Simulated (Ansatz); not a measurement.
Start from `F[SiH2][AlH2]` and change one atom or group to get `F[SiH2]F`.

Ansatz, PBE0-D4/def2-TZVP geometries, multiplicity 1. 

| property | `F[SiH2][AlH2]` |
| --- | --- |
| size of the dipole moment (PBE/def2-TZVPP) / D | 1.21 |
| HOMO–LUMO gap (PBE0/def2-TZVPP) / eV | 5.38 |
| HOMO energy (PBE0/def2-TZVPP) / eV | -7.65 |
| LUMO energy (ωB97M-V/def2-TZVPP) / eV | -0.62 |
| HOMO energy (B3LYP/def2-TZVPP) / eV | -7.47 |
| ideal-gas entropy at 298 K and 1 bar (rigid rotor, harmonic PBE0-D4/def2-TZVP) / J/(mol·K) | 315 |

Problem. What does the change do to each property? (Estimate.)

Solution. The calculation gave: 
| property | `F[SiH2]F` | shift |
| --- | --- | --- |
| size of the dipole moment (PBE/def2-TZVPP) / D | 1.34 | 0.13 |
| HOMO–LUMO gap (PBE0/def2-TZVPP) / eV | 10.19 | 4.81 |
| HOMO energy (PBE0/def2-TZVPP) / eV | -9.88 | -2.23 |
| LUMO energy (ωB97M-V/def2-TZVPP) / eV | 2.03 | 2.65 |
| HOMO energy (B3LYP/def2-TZVPP) / eV | -9.69 | -2.22 |
| ideal-gas entropy at 298 K and 1 bar (rigid rotor, harmonic PBE0-D4/def2-TZVP) / J/(mol·K) | 262 | -53 |

With PBE0 the HOMO falls by 2.23 eV and the LUMO rises by 2.58 eV, so the gap widens by about 4.81 eV. PBE moves the HOMO by -1.84 eV and ωB97M-V by -2.51 eV. The zero-point energy changes by -25.4 kJ/mol with -6 modes. Dipoles are sizes alone; their direction can turn.

B3LYP here is the variant with VWN-RPA as its local correlation; programs differ in this.
